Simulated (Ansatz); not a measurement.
# How the bulk modulus B0 of rutile MnF2 moves with the method

No measured value is used here.

| level (code) | value (GPa) | cell (Å³/atom) |
|---|---|---|
| LDA (Ansatz) | 108 | 12.17 |
| PBE (Ansatz) | 82.7 | 13.49 |
| PBEsol (Ansatz) | 92.7 | 12.85 |
| r²SCAN (Ansatz) | 96.2 | 13.00 |

Spin-polarised runs: LDA (opposed moments), PBE (opposed moments), PBEsol (opposed moments), r²SCAN (opposed moments). Each level is taken at its own relaxed cell. Cutoffs differ between the levels. Ansatz's density-functional and Hartree–Fock values are scalar-relativistic unless marked +SOC, with PAW data made under PBE.

Ansatz is a first-principles code.
